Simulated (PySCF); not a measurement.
Record of a relaxation.

Species: C₄H₇ClO.
Atom-mapped SMILES: `[CH3:1][CH2:2][CH2:3][C:4](=[O:5])[Cl:6]` (hydrogens: H7, H8, H9 on C1; H10, H11 on C2; H12, H13 on C3)

Method: PySCF 2.14.0, PBE0-D3(BJ)/def2-SVP geometry optimisation, gas phase; density fitting, grid level 1; the optimiser is geomeTRIC in internal coordinates, started from a GFN2-xTB structure. The frame can shift and turn from step to step; on so coarse a grid that alone can change the energy by a few meV, and forces under 0.02 eV/Å are noise.

Step 0: E = -18812.6118 eV, largest atomic force 1.075 eV/Å
```
atom  x, y, z in Å  |  force x, y, z in eV/Å
C1      1.825    0.004   -0.043   -0.595  -0.259  -0.214
C2      0.416   -0.447   -0.402    0.191   0.564   0.501
C3     -0.638    0.361    0.354    0.472  -0.713  -0.652
C4     -2.022   -0.071    0.008   -0.421   0.060   0.081
O5     -2.376   -0.918   -0.736    0.254  -0.112  -0.127
Cl6    -3.240    0.882    0.894   -0.239   0.227   0.210
H7      1.971    1.052   -0.294    0.136   0.453  -0.081
H8      2.009   -0.122    1.022    0.156  -0.024   0.456
H9      2.558   -0.584   -0.588    0.378  -0.194  -0.183
H10     0.252   -0.333   -1.475   -0.110  -0.063  -0.350
H11     0.293   -1.505   -0.163   -0.099  -0.359  -0.019
H12    -0.546    1.427    0.127   -0.064   0.348   0.033
H13    -0.506    0.254    1.434   -0.058   0.072   0.344
```

Step 1: E = -18812.6483 eV, largest atomic force 0.186 eV/Å
```
atom  x, y, z in Å  |  force x, y, z in eV/Å
C1      0.902    0.478    1.032    0.081   0.045   0.040
C2     -0.511    0.049    0.681   -0.052  -0.101  -0.103
C3     -1.559    0.858    1.421   -0.081   0.118   0.119
C4     -2.969    0.485    1.071    0.042  -0.031  -0.053
O5     -3.318   -0.328    0.286   -0.066   0.034   0.048
Cl6    -4.175    1.451    1.997    0.082  -0.059  -0.048
H7      1.073    1.538    0.782    0.001  -0.035   0.008
H8      1.104    0.356    2.109   -0.001   0.005  -0.033
H9      1.649   -0.117    0.485   -0.023   0.007   0.009
H10    -0.683    0.146   -0.405    0.006  -0.009   0.049
H11    -0.654   -1.021    0.909    0.001   0.044  -0.015
H12    -1.460    1.941    1.221    0.009  -0.037   0.022
H13    -1.459    0.761    2.517    0.001   0.019  -0.042
```

Step 2: E = -18812.6476 eV, largest atomic force 0.173 eV/Å
```
atom  x, y, z in Å  |  force x, y, z in eV/Å
C1      0.903    0.476    1.031    0.011  -0.001   0.001
C2     -0.511    0.048    0.678    0.011  -0.010  -0.009
C3     -1.560    0.860    1.420    0.011  -0.059  -0.071
C4     -2.967    0.483    1.067   -0.142   0.058   0.081
O5     -3.345   -0.326    0.292    0.170  -0.011  -0.019
Cl6    -4.154    1.453    2.005   -0.038   0.044   0.038
H7      1.078    1.535    0.782   -0.004  -0.004  -0.004
H8      1.105    0.355    2.108   -0.005  -0.003  -0.003
H9      1.648   -0.120    0.485   -0.002  -0.004  -0.002
H10    -0.683    0.145   -0.406    0.002   0.006   0.001
H11    -0.657   -1.020    0.906    0.000   0.001   0.002
H12    -1.460    1.942    1.221   -0.005  -0.011  -0.005
H13    -1.460    0.764    2.515   -0.010  -0.008  -0.011
```

Step 3: E = -18812.6493 eV, largest atomic force 0.076 eV/Å
```
atom  x, y, z in Å  |  force x, y, z in eV/Å
C1      0.903    0.475    1.030    0.005   0.000   0.002
C2     -0.513    0.049    0.678    0.005  -0.005  -0.004
C3     -1.560    0.862    1.421    0.006  -0.013  -0.026
C4     -2.968    0.486    1.070   -0.052   0.027   0.049
O5     -3.332   -0.326    0.292    0.050  -0.010  -0.017
Cl6    -4.162    1.452    2.004   -0.007   0.011   0.006
H7      1.079    1.534    0.780   -0.002  -0.002  -0.004
H8      1.106    0.353    2.106   -0.003  -0.003  -0.001
H9      1.647   -0.123    0.483   -0.001  -0.004  -0.002
H10    -0.685    0.146   -0.406    0.001   0.006   0.000
H11    -0.659   -1.019    0.906   -0.001   0.000   0.002
H12    -1.459    1.943    1.222    0.001  -0.002  -0.003
H13    -1.460    0.766    2.516   -0.002  -0.005  -0.002
```

Step 4: E = -18812.6495 eV, largest atomic force under 0.02 eV/Å
```
atom  x, y, z in Å  |  force x, y, z in eV/Å
C1      0.903    0.471    1.027    0.001  -0.001   0.001
C2     -0.515    0.049    0.678    0.000  -0.002   0.000
C3     -1.559    0.864    1.423    0.002   0.002   0.001
C4     -2.968    0.490    1.075   -0.003   0.016   0.007
O5     -3.327   -0.323    0.295   -0.005  -0.007  -0.003
Cl6    -4.164    1.457    2.006    0.006  -0.004  -0.002
H7      1.081    1.529    0.777    0.001  -0.001  -0.002
H8      1.107    0.348    2.103    0.000  -0.001   0.000
H9      1.643   -0.129    0.479   -0.001  -0.003  -0.001
H10    -0.689    0.147   -0.406   -0.001   0.003  -0.001
H11    -0.664   -1.019    0.906   -0.002  -0.001  -0.001
H12    -1.456    1.945    1.224    0.000   0.000  -0.001
H13    -1.456    0.768    2.517    0.003  -0.001   0.002
```

**Question.** Summarise the path.

**Answer.** The energy falls by 3.63 kJ/mol from step 0 to step 4; nine tenths of that is first reached at step 1. It rises by more than 0.2 meV at step 2. The largest force goes from 1.075 to under 0.02 eV/Å. Among the bonds C4–Cl6 changes most, from 1.782 to 1.798 Å; the atoms move by 0.027 Å rms after alignment.

What follows is the cost of the whole optimisation. On an Arm Neoverse V1 with one thread, no GPU, on a shared host, this took 26 s of wall time and 0.51 GiB of memory at its peak.
